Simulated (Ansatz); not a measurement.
Ideal-gas functions of `C=C=S` at 298.15 K and 1 bar, from an Ansatz frequency run at PBE0-D4/def2-TZVP.

Molar mass 58.1 g/mol, point group C2v (symmetry number 2), electronic degeneracy 1, moments of inertia 1.755, 88.621, 90.377 u Å². Harmonic wavenumbers (cm⁻¹, unscaled): 366, 433, 715, 878, 923, 1367, 1849, 3167, 3252.

Use S(trans) = R[1.5 ln M + 2.5 ln T − 1.1517]; rotational temperatures θ = 24.2544 K / I; S(rot) = R[ln(√π/σ · √(T³/θAθBθC)) + 1.5]; for each mode x = 1.438777 ν̃/T, S = R[x/(eˣ − 1) − ln(1 − e⁻ˣ)] and H = RT x/(eˣ − 1); 1 cm⁻¹ = 0.0119627 kJ/mol; R = 8.31446 J/(mol·K).

Question: By hand: the entropy, in J/(mol·K).

Answer: Translation 159.5. Rotation: θ = 13.8202, 0.2737, 0.2684 K, giving 82.5. Vibration, mode by mode: 4.59, 3.55, 1.21, 0.64, 0.53, 0.09, 0.01, 0.00, 0.00, in all 10.6. Electronic 0.0. Sum 252.6 J/(mol·K).

Question: By hand: H − E and G − E in kJ/mol, counted from the electronic energy.

Answer: Zero-point energy ½ × 12950 × 0.0119627 = 77.5; thermal vibration 2.2; translation, rotation and pV give 4 RT = 9.9. H − E = 89.6 kJ/mol, and G − E = 89.6 − 298.15 × 252.6/1000 = 14.3 kJ/mol.

Vibration gives 4 % of the entropy.
